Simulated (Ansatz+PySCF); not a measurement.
Results of a calculation; reference values are marked as such.
Several solutions for singlet C3H4

```yaml
atoms:
  - { symbol: C, position_ang: [0.0000, 0.0000, -1.3381] }
  - { symbol: C, position_ang: [0.0000, 0.0000, 0.2316] }
  - { symbol: C, position_ang: [0.0000, 0.0000, 1.5393] }
  - { symbol: H, position_ang: [0.0000, -1.1098, -1.7654] }
  - { symbol: H, position_ang: [-0.9611, 0.5549, -1.7654] }
  - { symbol: H, position_ang: [0.9611, 0.5549, -1.7654] }
  - { symbol: H, position_ang: [0.0000, 0.0000, 2.6993] }
```

Basis set: def2-SVP (spherical functions). Charge 0, multiplicity 1.

UHF was run from several starts with Ansatz (development build ahead of 0.2.0) and PySCF 2.14.0.

```csv
run,program,start,converged,energy (hartree),<S²>
A,PySCF,"guess minao, instabilities followed",yes,-115.73019,0.41
B,PySCF,"guess huckel, instabilities followed",yes,-115.73019,0.40
C,Ansatz,"atomic start, no search",yes,-115.72700,0.00
D,PySCF,"guess atom, instabilities followed",yes,-115.73019,0.40
E,PySCF,program defaults,yes,-115.72700,0.00
F,Ansatz,stability test followed,yes,-115.73019,0.40
G,PySCF,"guess 1e, instabilities followed",yes,-115.73019,0.41
H,Ansatz,search for the lowest state,yes,-115.73019,0.40
```

Task: Which runs reached the lowest solution of this kind, and what is wrong with the others?

Result: A, B, D, F, G, H reached the lowest solution found. Converged but too high: C by 0.09 eV, E by 0.09 eV. Convergence only shows a stationary point, and even a stable one can lie too high; stability tests and further starts are what find lower ones. Caution: the unrestricted determinant is spin contaminated.
